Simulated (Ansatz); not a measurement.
# H2 (singlet): the correlation ladder, 6-31G

An exercise on one series of results from a longer session: the logs are not shown, and one member is left open.

Computed with Ansatz 0.2.0, Gaussian basis. Level: 6-31G, core rule «outside noble gas», up to 0 orbitals frozen.

The runs, in order: UHF; CCSD(T) on RHF; BCCD(T) on RHF; CASSCF and MRCISD+Q, 2 electrons in 2 orbitals; CASSCF and NEVPT2, 2 electrons in 2 orbitals; Full CI.

40 further runs of the same task are left out: 40 set aside as unsound or not needed.

## The geometry

The geometry is an MP2(full)/6-31G* stationary point (not a proven minimum).

2 atoms, charge 0, spin multiplicity 1.

Atoms are counted from 1 here; the program's logs count them from 0.

Bond lengths: H1–H2 0.737 Å.

Set-up of the first run:

Input file in.yaml:

```yaml
crystal:
  periodic: [false, false, false]
  atoms:
    - {symbol: H, position_ang: [0.000000, 0.000000, 0.000000]}
    - {symbol: H, position_ang: [0.000000, 0.000000, 0.737166]}
basis:
  gaussian: {orbitals: 6-31G}
magnetization: {spin_polarized: true, initial_magnetization: 0}
hamiltonian: {xc: hf}
output: {orbitals: {seedname: orbitals}}
```

The run is started by

```sh
$ ansatz run in.yaml --threads 1 --pin off --events-out ev --progress --plain --max-ram 2502MiB
```

Steps of the session up to this table: UHF; CCSD(T) on RHF; BCCD(T) on RHF; CASSCF and MRCISD+Q, 2 electrons in 2 orbitals; CASSCF and NEVPT2, 2 electrons in 2 orbitals; Full CI.

One table of the session follows, with a row left open; its other results are not shown here.

It belongs to the step «Misses and costs». 

| method | from FCI (meV) |
| --- | --- |
| RHF | +676.2 |
| RMP2 | ? |
| RCCSD | -0.1 |
| RCCSD(T) | -0.1 |
| BCCD(T) | -0.1 |
| CASSCF valence | +148.6 |
| NEVPT2 valence | +61.1 |
| MRCISD valence | +0.1 |
| MRCISD+Q valence | -0.3 |
| FCI | 0 |

Q: Estimate the row for RMP2 from the others.

**Answer.** from FCI (meV): +204.1. In the column «from FCI (meV)» it lies between CASSCF valence (+148.6) and RHF (+676.2).

With the free atoms at the same levels and basis (separate runs), the atomisation energy is 4.223 eV at FCI, 4.223 eV at RCCSD(T), 3.546 eV at RHF.
